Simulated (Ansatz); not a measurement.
Reaction (SMILES): [CH2]F (CH2-F) → F[CH2-] (an electron is taken up)
B3LYP-D3(BJ)/def2-TZVP geometries, fixed; electronic energies without zero-point terms; positive where energy is released.

Effect of a fitting basis named in the input at r2SCAN/def2-TZVPP with Ansatz (a quantum-chemistry and plane-wave program), against the last row, where the adiabatic electron affinity is -0.30 eV (the electron is unbound at this level). Open shells are unrestricted. The default fits or decomposes integrals by the program's own choice; accuracy: high also tightens integrals, grids and stops.

```csv
setting,largest shift of a total energy (mEh),shift of the adiabatic electron affinity (eV)
fitting: def2-SV(P)-JKFIT,-0.051,0.000
fitting: def2-universal-JKFIT,-0.051,0.000
fitting: cc-pVTZ-JKFIT,-0.033,0.000
fitting: cc-pVQZ-JKFIT,-0.012,0.000
fitting: cc-pV5Z-JKFIT,-0.007,0.000
fitting: def2-universal-JFIT,-0.226,0.004
accuracy: high,0.001,0.000
accuracy: medium (default),0.000,0.000
```

Within 0.002 eV in the adiabatic electron affinity: fitting: def2-SV(P)-JKFIT; fitting: def2-universal-JKFIT; fitting: cc-pVTZ-JKFIT; fitting: cc-pVQZ-JKFIT; fitting: cc-pV5Z-JKFIT; accuracy: high. The largest shift is 0.226 mEh in a total energy and 0.004 eV in the difference.
